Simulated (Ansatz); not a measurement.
The cluster Si2C⁻. Charge -1, multiplicity 2. Geometry PBE0-D4/def2-TZVP, that of the neutral singlet; atoms count from 1.

```csv
atom,x (Å),y (Å),z (Å)
Si1,-0.222,-0.178,-1.465
Si2,0.034,-0.350,1.451
C3,0.188,0.528,0.015
```

The highest occupied level of the charge -1 doublet lies above zero (up to 0.82 eV). By energy differences its removal costs 0.87 eV (vertical, to the charge 0 singlet, at PBE0-D4/def2-TZVPD); a positive level beside a positive removal energy at the same level points to self-interaction error. The structure comes from a short search, and lower isomers may exist.

**Question.** Estimate the Mulliken populations from the PBE0/def2-TZVPD orbitals of Ansatz.

**Answer.** 
```
atom  charge (e)  spin (α − β)
 Si1       -0.52          0.62
 Si2       -0.52          0.62
  C3        0.04         -0.24
```
Mulliken values and Mayer orders depend strongly on the basis. With diffuse functions, as here, like atoms can get unlike values, and bond orders can come out too low or too high.

**Question.** Where does the spin sit?

**Answer.** Summed by element: Si 1.24, C -0.24, of 1 unpaired in all. Largest on single atoms: Si1 0.62, Si2 0.62, C3 -0.24.

**Question.** And the Mayer bond orders between bonded heavy atoms (over 0.3)?

**Answer.** Si1–C3 1.71 (1.69 Å); Si2–C3 1.71 (1.69 Å). Values over 0.3 also appear between atoms too far apart for a bond (Si1–Si2 0.60 at 2.93 Å); they arise where an orbital or an unpaired electron spreads over both atoms.
